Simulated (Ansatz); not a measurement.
# BSiNH (quartet): from Hartree-Fock to the top rungs at a displaced geometry (v2), cc-pVDZ

Aim: climb from Hartree-Fock through coupled cluster for BSiNH (quartet) at one geometry and basis, and see what each rung misses.

The runs use Ansatz 0.2.0, Gaussian basis; cc-pVDZ, core rule «outside noble gas», up to 7 orbitals frozen.

The runs, in order: UHF; CCSD(T) on ROHF; CCSD(T) on UHF; BCCD(T) on ROHF; CISD; CCSDT(Q) on ROHF; CCSDT(Q) on UHF.

20 further runs of the same task are left out: 9 that didn't finish, 11 set aside as unsound or not needed.

## Step 1: The system

The geometry is a PBE0/def2-TZVP stationary point (not a proven minimum) with its atoms shifted at random (size 0.100 Å).

4 atoms, charge 0, spin multiplicity 4.

Atoms are counted from 1 here; the program's logs count them from 0.

Bond lengths: N1–B2 1.358 Å, N1–Si3 1.764 Å, B2–Si3 2.077 Å, B2–H4 1.145 Å. Angles: B2–N1–Si3 82.3°, N1–B2–Si3 57.3°, N1–B2–H4 146.6°, Si3–B2–H4 150.8°, N1–Si3–B2 40.4°.

## Step 2: UHF

in.yaml

```yaml
crystal:
  periodic: [false, false, false]
  atoms:
    - {symbol: N, position_ang: [0.079136, -0.747467, 0.660925]}
    - {symbol: B, position_ang: [-0.085739, 0.494675, 1.184905]}
    - {symbol: Si, position_ang: [-0.009118, 0.139987, -0.860625]}
    - {symbol: H, position_ang: [0.073990, 1.180644, 2.087116]}
basis:
  gaussian: {orbitals: cc-pVDZ}
magnetization: {spin_polarized: true, initial_magnetization: 3}
hamiltonian: {xc: hf}
output: {orbitals: {seedname: orbitals}}
```

Command:

```sh
$ ansatz run in.yaml --threads 1 --pin off --events-out ev --progress --plain --max-ram 2393MiB
```

Further steps of the session: CCSD(T) on ROHF; CCSD(T) on UHF; BCCD(T) on ROHF; CISD; CCSDT(Q) on ROHF; CCSDT(Q) on UHF.

Before running them: what should the planned runs give, taken together? Wanted: UCCSDT(Q) below the RHF energy; RMP2 from UCCSDT(Q); UMP2 from UCCSDT(Q); RCCSD from UCCSDT(Q); RCCSD(T) from UCCSDT(Q); UCCSD(T) from UCCSDT(Q); RCCSDT(Q) from UCCSDT(Q); T1 diagnostic.

**Answer**, as computed:

```
                         quantity              value
   UCCSDT(Q) below the RHF energy         -9.1475 eV
              RMP2 from UCCSDT(Q)         +966.9 meV
              UMP2 from UCCSDT(Q)        +1165.1 meV
             RCCSD from UCCSDT(Q)         +494.8 meV
          RCCSD(T) from UCCSDT(Q)          +70.1 meV
          UCCSD(T) from UCCSDT(Q)          +76.5 meV
         RCCSDT(Q) from UCCSDT(Q)           +5.4 meV
levels within 1 kcal/mol (43 meV)  UCCSDT, RCCSDT(Q)
                    T1 diagnostic              0.031
```

**Reading.** RCCSD(T) lands +70.1 meV from the yardstick (0.8 % of the correlation energy). These misses are within one basis, not against nature; the frozen cores of restricted and unrestricted runs differ, which can shift their rows.
